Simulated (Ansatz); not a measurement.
A run of Ansatz (development build ahead of 0.2.0) on singlet HF2(-) at this shape:

```yaml
atoms:
  - { symbol: F, position_ang: [0.0000, 0.0000, -1.0523] }
  - { symbol: H, position_ang: [0.0000, 0.0000, 0.0000] }
  - { symbol: F, position_ang: [0.0000, 0.0000, 1.0523] }
```

Its results:

* Converged: yes
* Total energy: -199.57249 hartree
* Spin squared of the determinant: 0.000

(1) Which input gives this output? Name the method, the orbitals and the basis set, and write the input.

Results:

(1) RHF in def2-TZVP. An unrestricted run that stays on the closed shell gives the same numbers.

```yaml
crystal:
  periodic: [false, false, false]
  atoms:
    - { symbol: F, position_ang: [0.0, 0.0, -1.05235] }
    - { symbol: H, position_ang: [0.0, 0.0, 0.0] }
    - { symbol: F, position_ang: [0.0, 0.0, 1.05235] }
basis:
  gaussian: { orbitals: def2-TZVP }
total_charge: -1
hamiltonian:
  xc: hf
```

Caution: no diffuse functions for an anion.
